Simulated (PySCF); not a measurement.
**Al: electron affinity**

Al⁻ [Ne] 3s2 3p2 (3P) → Al [Ne] 3s2 3p1 (2P), as a difference of total energies. All numbers are calculated (PySCF 2.14, no relativity, point nucleus, in dyall-av3z). Correlated levels: valence: [Ne] frozen; virtual orbitals above 40 to 60 times the deepest correlated orbital energy dropped. The calculations carry no spin-orbit coupling.

```json
{"method": "UHF", "electron affinity (eV)": "0.014"}
{"method": "MP2 (valence)", "electron affinity (eV)": "0.364"}
{"method": "SCS-MP2 (valence)", "electron affinity (eV)": "0.263"}
{"method": "CCSD (valence)", "electron affinity (eV)": "0.373"}
{"method": "CCSD(T) (valence)", "electron affinity (eV)": "0.425"}
```

Task: How much does correlation contribute at CCSD(T) (valence)?

Result: 0.425 − (0.014) = 0.411 eV, measured against UHF.

Errors of the correlated levels include the incompleteness of this basis and the frozen core.

For comparison: 0.433 eV (measured; photodetachment measurements, as compiled on the Wikipedia data page of electron affinities).
